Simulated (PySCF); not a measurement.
Magnetisability: SMILES C1CC1, C₃H₆

Geometry:
```tsv
atom	x (Å)	y (Å)	z (Å)
C1	-0.757	-0.463	0.021
C2	0.737	-0.466	0.141
C3	0.012	0.812	-0.156
H4	-1.349	-0.587	0.932
H5	-1.205	-0.922	-0.864
H6	1.176	-0.593	1.134
H7	1.320	-0.928	-0.661
H8	-0.050	1.567	0.634
H9	0.093	1.232	-1.162
```

Method used: GIAO B3LYP/cc-pVDZ magnetisability, rotational g tensor and spin-rotation constants, non-relativistic, gas phase (PySCF 2.14.0). Geometry: PBE0-D3(BJ)/def2-SVP.

What are the magnetisability and the molar susceptibility?

Isotropic -669 × 10⁻³⁰ J/T², or -40.3 × 10⁻⁶ cm³/mol; principal values -786, -610, -610 × 10⁻³⁰ J/T², anisotropy 176 × 10⁻³⁰ J/T² (root of half the summed squared differences of the principal values). The susceptibility is in cgs units.

Split it along the inertial axes a, b, c into diamagnetic and paramagnetic parts about the centre of mass, with the quadrupole moment.


```
axis  χ (10⁻⁶ cm³/mol)  diamagnetic (10⁻⁶ cm³/mol)  paramagnetic (10⁻⁶ cm³/mol)  summed x² of all electrons (Å²)  quadrupole Θ (D Å)
   a             -36.7                      -111.7                         75.0                             17.5               -1.07
   b             -36.7                      -111.7                         75.0                             17.5               -1.07
   c             -47.4                      -148.1                        100.7                              8.9               +2.15
```
Anisotropies 2χaa − χbb − χcc = +10.6 and 2χbb − χaa − χcc = +10.6 × 10⁻⁶ cm³/mol. Θ is traceless in Buckingham's convention.

And the rotational g tensor?


```tsv
axis	rotational constant (GHz)	g	nuclear part	electronic part
a	20.1981	+0.0208	0.7324	-0.7116
b	20.1957	+0.0208	0.7323	-0.7115
c	12.6673	+0.0650	0.6644	-0.5994
```
Oblate top; isotopes 12C, 1H; no vibrational averaging.
